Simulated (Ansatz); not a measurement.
Run this with Ansatz's Python interface and show what comes out.

Script `torsion_c2h6n2o.py`:
```python
"""Energy of C2H6N2O as one group turns about a bond."""

import ansatz
from ase import Atoms

atoms = Atoms(["N", "C", "N", "C", "O", "H", "H", "H", "H", "H", "H"], positions=[
    [-0.1517, 1.4295, 0.9191],
    [0.4011, 0.2229, 0.563],
    [-0.6472, -0.7055, 0.1152],
    [0.3921, -1.0887, -0.9312],
    [0.8729, 0.2134, -0.8077],
    [-0.9634, 1.3857, 1.5666],
    [-0.525, 1.9678, 0.0963],
    [1.1803, -0.1413, 1.271],
    [-1.3869, -0.1794, -0.2328],
    [1.0359, -1.8873, -0.6527],
    [-0.1427, -1.274, -1.8861],
])

# relax first, so that the scan starts from a minimum
first = (
    ansatz.Crystal.molecule_from_ase(atoms).calculation()
    .basis(gaussian="def2-SVP")
    .functional("cam_b3lyp")
    .relax(force_tolerance=0.02, max_steps=80)
)
atoms.positions = first.run(threads=1, pin="off").report["positions_ang"]

start = atoms.get_dihedral(2, 1, 0, 5)
energies = {}
for turn in range(0, 360, 30):
    turned = atoms.copy()
    turned.set_dihedral(2, 1, 0, 5, start + turn, indices=[0, 5, 6])
    job = (
        ansatz.Crystal.molecule_from_ase(turned).calculation()
        .basis(gaussian="def2-SVP")
        .functional("cam_b3lyp")
    )
    energies[round((start + turn) % 360)] = job.run(threads=1, pin="off").report["free_energy_ev"]
floor = min(energies.values())
print("dihedral N2-C1-N0-H5 (deg)   E - E(min) (eV)")
for angle, e in sorted(energies.items()):
    print(f"{angle:8d} {(e - floor):14.3f}  " + "#" * int(30 * (e - floor) / max(max(energies.values()) - floor, 1e-9)))
```

```console
$ python torsion_c2h6n2o.py
dihedral N2-C1-N0-H5 (deg)   E - E(min) (eV)
       1          0.360  ##############################
      31          0.342  ############################
      61          0.148  ############
      91          0.047  ###
     121          0.135  ###########
     151          0.288  #######################
     181          0.349  #############################
     211          0.292  ########################
     241          0.154  ############
     271          0.016  #
     301          0.000
     331          0.161  #############
```

The lowest point is at 301° and the highest at 1°, 0.360 eV (34.7 kJ/mol) above it, with the rest of the molecule held.

The scan is rigid and the energies are electronic, in a modest basis. With rigid groups the curve can differ much from the relaxed path, the start wasn't checked as a minimum of this torsion, and equivalent turns needn't return to the same energy. It ran for 73 s on 1 thread of Arm Neoverse V2, with other jobs on the host, peak memory 0.31 GiB.
